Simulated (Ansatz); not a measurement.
# How the LO phonon frequency at L of rock-salt HfN moves with the method

No measured value is used here.

```json
[
 {"level (code)": "LDA (Ansatz)", "value (cm⁻¹)": "533", "cell (Å³/atom)": "11.15"},
 {"level (code)": "PBE (Ansatz)", "value (cm⁻¹)": "488", "cell (Å³/atom)": "11.76"},
 {"level (code)": "PBEsol (Ansatz)", "value (cm⁻¹)": "516", "cell (Å³/atom)": "11.40"},
 {"level (code)": "PBE-D3(BJ) (Ansatz)", "value (cm⁻¹)": "508", "cell (Å³/atom)": "11.52"},
 {"level (code)": "r²SCAN (Ansatz)", "value (cm⁻¹)": "488", "cell (Å³/atom)": "11.58"}
]
```

Density-functional levels without +SOC have no spin–orbit coupling. PBE-D3(BJ): the dispersion coefficients are held fixed in the derivatives. Each level is taken at its own relaxed cell. Cutoffs differ between the levels. Ansatz's density-functional and Hartree–Fock values are scalar-relativistic unless marked +SOC, with PAW data made under PBE.

Ansatz is a quantum-chemistry and plane-wave program.
